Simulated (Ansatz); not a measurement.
Compare A (`CCOC#N`) with its isomer B (`COCC#N`).

Isolated molecules relaxed with PBE0-D4/def2-TZVP in Ansatz; ΔE leaves out vibrations. CBS: MP2 limit from def2 TZ/QZ plus the TZ coupled-cluster correction, frozen cores. This one scheme is used for every species. Functionals use def2-TZVPP. B3LYP here is the variant with VWN-RPA as its local correlation; programs differ in this. One conformer a species, not always the lowest.

A:

```xyz
10

C     0.9922    0.0728   -0.5324
C    -0.4986   -0.0985   -0.6200
O    -1.0323   -0.7731    0.5586
C    -0.9216   -0.1198    1.6532
N    -0.8369    0.4477    2.6559
H     1.3520    0.5640   -1.4392
H     1.4923   -0.8925   -0.4407
H     1.2665    0.6961    0.3213
H    -1.0195    0.8565   -0.7190
H    -0.7942   -0.7532   -1.4379
```

B:

```xyz
10

C    -0.317   -0.917    0.960
O    -0.284   -0.859   -0.449
C     0.446    0.220   -0.939
C    -0.167    1.519   -0.623
N    -0.651    2.528   -0.360
H     0.697   -0.990    1.375
H    -0.879   -1.810    1.225
H    -0.814   -0.038    1.386
H     1.474    0.230   -0.550
H     0.495    0.117   -2.025
```

**Question.** Which isomer does CCSD(T)/CBS put lower? Give the gap. (Estimate.)

**Answer.** Computed: B, by 2.5 kJ/mol.

**Question.** Give E(B) − E(A) in kJ/mol with B3LYP, CCSD(T)/def2-TZVPP, MP2/def2-TZVPP, PBE0-D4, ωB97M-V, r2SCAN-D4, CCSD(T)/def2-SVP. (An estimate is asked.)

**Answer.** Computed: B3LYP 2.3, CCSD(T)/def2-TZVPP -3.0, MP2/def2-TZVPP -1.1, PBE0-D4 5.8, ωB97M-V -0.4, r2SCAN-D4 8.0, CCSD(T)/def2-SVP -0.5. The order is the other way round with B3LYP, PBE0-D4, r2SCAN-D4.

**Question.** Does the order hold for the free energy at 298.15 K (harmonic terms from PBE0-D4)? (Estimate.)

**Answer.** Ansatz gave: Yes: G(B) − G(A) = -2.7 kJ/mol, for one conformer each.

Largest T1 diagnostic: 0.013.

From BLYP to BHLYP (50 % exact exchange), in def2-TZVPP and without D4, E(B) − E(A) moves by −3.7 kJ/mol. Leaving LDA and LC-ωPBE aside and taking each functional with its dispersion term where it has one, the values spread over 8.4 kJ/mol, from ωB97M-V to r2SCAN-D4. LDA lies +4.0 kJ/mol from PBE without D4.
